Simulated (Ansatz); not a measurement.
# C2HF (SMILES C#CF): levels of theory compared

We compute a comparison of 6 runs (B3LYP/STO-3G, UB3LYP/STO-3G, UPBE/STO-3G, r2SCAN/STO-3G, CCSDT/STO-3G, FCI/STO-3G) of C2HF. 

The results are computed with Ansatz 0.2.0.

49 further runs of the same task are left out: 5 that didn't finish, 44 set aside as unsound or not needed.

### 1 The system as given

C2HF: 4 atoms, total charge 0, spin state singlet. As SMILES, `C#CF`. The H4–C1 distance was set to 2.657 Å, away from the relaxed value. At this shape a bond of the SMILES string is far longer than usual.

Bond lengths: C1–C2 1.192 Å, C2–F3 1.270 Å. Angles: C1–C2–F3 180.0°.

### 2 A single-point energy at B3LYP/STO-3G (run 1)

Input file molecule.yaml:

```yaml
basis:
  gaussian:
    orbitals: STO-3G
crystal:
  periodic: [false, false, false]
  atoms:
    - {symbol: C, position_ang: [0.526660, -0.662322, 0.423277]}
    - {symbol: C, position_ang: [1.190960, -1.496272, 0.957307]}
    - {symbol: F, position_ang: [1.898290, -2.384442, 1.525797]}
    - {symbol: H, position_ang: [-0.952830, 1.196740, -0.765890]}
hamiltonian:
  xc: {name: B3LYP}
accuracy: high
```

Started as:

```console
$ ansatz run molecule.yaml --threads 1 --pin off --max-ram 3480MiB --events-out events.jsonl --progress --plain --runs-dir runs
```

The log of the run:

```text
Warning: RAYON_NUM_THREADS=1 ignored (pool sized by the plan → 1); use --threads N
Functional definition: B3LYP
  name "B3LYP"
  parameter a0 = 0.2
  parameter ax = 0.72
  parameter ac = 0.81
  exchange = (1 - a0 - ax)*slater_x + ax*b88_x + a0*exact_x
  correlation = (1 - ac)*vwn_rpa_c + ac*lyp_c
270 factors; integrals over basis functions are off by at most 4.2e-8 eV
mean field evaluation 1: about -4722.4089 eV, gradient 3.7e1 eV
mean field evaluation 2: about -4693.9663 eV, gradient 8.2e1 eV
mean field evaluation 4: about -4723.7390 eV, gradient 1.5e1 eV
mean field evaluation 8: about -4723.6361 eV, gradient 3.3e1 eV
mean field evaluation 16: about -4730.0683 eV, gradient 6.0e-9 eV
mean field -4730.06825643 eV, -173.8268022685 hartree, gradient 1.2e-8 eV, S^2 0.000000; 2 other end points of the search recorded, 0 dependent functions left out
reference -4730.06827907 eV, -173.8268031006 hartree; 11, 11 occupied and 5, 5 virtual orbitals, 270 factors
Total energy: -4730.06827907 eV, -173.8268031006 hartree
```

Run time: 1.1 s. Hardware: 1 thread of Intel Xeon Platinum 8259CL at 2.50GHz (Skylake/Cascade Lake), shared host.

### 3 A single-point energy at UB3LYP/STO-3G (run 2)

molecule.yaml, as its differences from that of step 2:

```diff
@@ -1,4 +1 @@
-basis:
-  gaussian:
-    orbitals: STO-3G
 crystal:
@@ -10,4 +7,9 @@
     - {symbol: H, position_ang: [-0.952830, 1.196740, -0.765890]}
+basis:
+  gaussian:
+    orbitals: STO-3G
+magnetization:
+  spin_polarized: true
+accuracy: high
 hamiltonian:
   xc: {name: B3LYP}
-accuracy: high
```

Started as:

```console
$ ansatz run molecule.yaml --threads 1 --pin off --max-ram 3480MiB --events-out events.jsonl --progress --plain --runs-dir runs
```

The log of the run:

```text
Warning: RAYON_NUM_THREADS=1 ignored (pool sized by the plan → 1); use --threads N
[... 7 set-up lines as earlier in the session ...]
270 factors; integrals over basis functions are off by at most 4.2e-8 eV
mean field evaluation 1: about -4722.4089 eV, gradient 2.6e1 eV
mean field evaluation 2: about -4693.9663 eV, gradient 5.8e1 eV
mean field evaluation 4: about -4723.7390 eV, gradient 1.1e1 eV
mean field evaluation 8: about -4723.6361 eV, gradient 2.3e1 eV
mean field evaluation 16: about -4731.5524 eV, gradient 7.2e-1 eV
mean field evaluation 32: about -4731.5549 eV, gradient 1.1e-2 eV
mean field -4731.55490900 eV, -173.8814357427 hartree, gradient 2.3e-8 eV, S^2 0.925347; 4 other end points of the search recorded, 0 dependent functions left out
reference -4731.55493166 eV, -173.8814365754 hartree; 11, 11 occupied and 5, 5 virtual orbitals, 270 factors
Total energy: -4731.55493166 eV, -173.8814365754 hartree
```

It took 6.3 s on 1 thread of Intel Xeon Platinum 8259CL at 2.50GHz (Skylake/Cascade Lake), shared host; peak memory 0.13 GiB.

Runs 3 to 4 aren't shown in full; the table further down has their settings and results.

### 4 A single-point energy at CCSDT/STO-3G (run 5)

Input file run.yaml:

```yaml
crystal:
  periodic: [false, false, false]
  atoms:
    - {symbol: C, position_ang: [0.526660, -0.662322, 0.423277]}
    - {symbol: C, position_ang: [1.190960, -1.496272, 0.957307]}
    - {symbol: F, position_ang: [1.898290, -2.384442, 1.525797]}
    - {symbol: H, position_ang: [-0.952830, 1.196740, -0.765890]}
basis:
  gaussian: {orbitals: STO-3G}
correlation: {method: ccsdt, frozen_orbitals: {C: 1, F: 1, H: 0}}
accuracy: high
scf: {omitted_lower_state_checks: [cluster_reference, increment]}
```

Started as:

```console
$ ansatz run run.yaml --threads 1 --pin off --max-ram 3480MiB --events-out events.jsonl --progress --plain --runs-dir runs
```

The log of the run:

```text
Warning: RAYON_NUM_THREADS=1 ignored (pool sized by the plan → 1); use --threads N
[... 12 lines left out ...]
3 core orbitals not correlated: weight in the atoms' cores, before any rotation towards them, 1.000 or more for the frozen orbitals, at most 0.000 for the correlated occupied ones
[... 40 lines left out ...]
WARN: these amplitudes may be one of several solutions (largest doubles amplitude 0.76, level shift 11.39 eV)
Total energy: -4714.90408259 eV, -173.2695291583 hartree
Checks for a lower state left out: cluster_reference, increment
```

Wall time 0.75 s (1 thread of Intel Xeon Platinum 8259CL at 2.50GHz (Skylake/Cascade Lake), shared host).

### 5 The energy at FCI/STO-3G (run 6)

Input file molecule.yaml:

```yaml
basis:
  gaussian:
    orbitals: STO-3G
crystal:
  periodic: [false, false, false]
  atoms:
    - symbol: C
      position_ang: [0.526660, -0.662322, 0.423277]
    - symbol: C
      position_ang: [1.190960, -1.496272, 0.957307]
    - symbol: F
      position_ang: [1.898290, -2.384442, 1.525797]
    - symbol: H
      position_ang: [-0.952830, 1.196740, -0.765890]
correlation:
  method: fci
  frozen_orbitals: {C: 1, F: 1, H: 0}
accuracy: high
```

Started as:

```console
$ ansatz run molecule.yaml --threads 1 --pin off --max-ram 3480MiB --events-out events.jsonl --progress --plain --runs-dir runs
```

The log of the run:

```text
Warning: RAYON_NUM_THREADS=1 ignored (pool sized by the plan → 1); use --threads N
Functional definition: HF
  name "HF"
  exchange = exact_x
  correlation = 0
270 factors; integrals over basis functions are off by at most 4.2e-8 eV
mean field evaluation 1: about -4700.0567 eV, gradient 2.6e1 eV
mean field evaluation 2: about -4700.1124 eV, gradient 2.6e1 eV
mean field evaluation 4: about -4704.9943 eV, gradient 3.2e0 eV
mean field evaluation 8: about -4705.0383 eV, gradient 8.1e-2 eV
mean field evaluation 16: about -4701.3208 eV, gradient 7.8e0 eV
mean field -4705.03831510 eV, -172.9069688905 hartree, gradient 1.9e-8 eV, S^2 0.000000; 1 other end points of the search recorded, 0 dependent functions left out; unrestricted orbitals would lower it
mean field evaluation 32: about -4710.3907 eV, gradient 2.2e-1 eV
unrestricted determinant -4710.45653441 eV, -173.1060847776 hartree, S^2 1.4054
3 core orbitals not correlated: weight in the atoms' cores, before any rotation towards them, 1.000 or more for the frozen orbitals, at most 0.000 for the correlated occupied ones
reference -4705.03831510 eV, -172.9069688905 hartree; 8, 8 occupied and 5, 5 virtual orbitals, 270 factors
state -4714.88358145 eV, -173.2687757555 hartree
Total energy: -4714.88358145 eV, -173.2687757555 hartree
```

Wall time 14 s (1 thread of Intel Xeon Platinum 8259CL at 2.50GHz (Skylake/Cascade Lake), shared host); peak memory 0.21 GiB.

### 6 Overview of the runs

```
run          level  frozen core orbitals  energy (Eh)  wall time
  1   B3LYP/STO-3G                     –  -173.826803      1.1 s
  2  UB3LYP/STO-3G                     –  -173.881437      6.3 s
  3    UPBE/STO-3G                     –  -173.703481      5.4 s
  4  r2SCAN/STO-3G                     –  -173.776254      2.4 s
  5   CCSDT/STO-3G                     3  -173.269529     0.75 s
  6     FCI/STO-3G                     3  -173.268776       14 s
```

### 7 What came out

```
                                          quantity          value
                               run 6: total energy  -173.26878 Eh
run 6: correlation energy (3 core orbitals frozen)     -361.8 mEh
```

Against full CI in this basis: CCSDT -0.8 mEh. Totals of different functionals can't be ranked against each other. In run 5 the log says that unrestricted orbitals would lower the reference, so the values rest on an unstable closed-shell determinant (other closed-shell runs at this shape may share the fault). In runs 1, 2, 3, 4, 5, 6 the basis is minimal, so the values are rough. In runs 1, 4 a closed-shell determinant meets a far-stretched bond, which it describes badly. Spin contamination of the reference: run 2 ⟨S²⟩ = 0.93, run 3 ⟨S²⟩ = 0.89. Where it is this large, the reference is a mixture of spin states, and values that rest on it are in doubt. All runs together took 30 s, the longest 14 s.
